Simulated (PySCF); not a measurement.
Bonds broken one at a time in the series SiH2(OH)-X. Gas-phase values, no solvent. One relaxed conformer stands for each flexible species; it need not be the lowest. Strings in code marks are SMILES.

Method: PBE0-D4/def2-TZVP run with PySCF 2.14.0. 

```
species                                                                    highest occupied spin orbital (eV)
-------------------------------------------------------------------------  ----------------------------------
radical fragment (`[OH]`)                                                                               -9.09
radical fragment (`[SiH2]Cl`)                                                                           -6.54
radical fragment (`[Br]`)                                                                               -8.76
radical fragment (`[SiH2]I`)                                                                            -6.43
radical fragment (`N#C[SiH2]`)                                                                            [?]
radical fragment (`[S]C`)                                                                               -6.58
radical fragment (`CS[SiH2]`)                                                                           -5.78
whole molecule (`C=C[SiH2]O` (C–C–Si–O torsion 6°, C–Si–O–H torsion 73°))                                   –
```

Task: What belongs in the gaps?

Result: 
- radical fragment (`N#C[SiH2]`), highest occupied spin orbital (eV): -7.21
